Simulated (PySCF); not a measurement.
# Spin–spin coupling constants

Geometry:
```tsv
atom	x (Å)	y (Å)	z (Å)
C1	-1.792	0.078	-0.298
C2	-0.363	-0.014	-0.042
C3	0.836	-0.096	0.171
C4	2.333	-0.197	0.435
O5	2.961	0.854	0.237
O6	2.708	-1.318	0.810
H7	-2.386	-0.435	0.480
H8	-2.061	-0.388	-1.262
H9	-2.145	1.125	-0.338
```

Total charge -1.

Method: B3LYP/pcJ-1//PBE0-D3(BJ)/def2-SVP, PySCF; isolated molecule, single conformer, non-relativistic. Couplings are averaged over pairs made equivalent by symmetry, fast rotation or ring inversion, so a value needn't be that of the named pair in this geometry, while other rotamers aren't included; one pair stands for each set, and the list holds those of at least 1.5 Hz over up to four bonds.

Isotopes: 13C, 1H, 17O. Couplings to quadrupolar nuclei such as 17O and 33S are rarely resolved in practice.

```tsv
pair	bonds	J (Hz)
C1, C2	1	82.1
C1, H7	1	?
C2, C3	1	?
C3, C4	1	80.7
C4, O5	1	?
C1, C3	2	?
C2, C4	2	11.7
C2, H7	2	-10.0
C3, O5	2	-15.5
O5, O6	2	-6.1
H7, H8	2	-16.5
C2, O5	3	-4.4
C3, H7	3	5.5
```

Q: Estimate the withheld couplings, with signs.

A: 
- 1J(C1,H7) = 132.7 Hz (bond length 1.105 Å, sp3 carbon)
- 1J(C2,C3) = 176.7 Hz (bond length 1.220 Å)
- 1J(C4,O5) = 26.4 Hz (bond length 1.241 Å)
- 2J(C1,C3) = 8.8 Hz (angle at C2 180°)
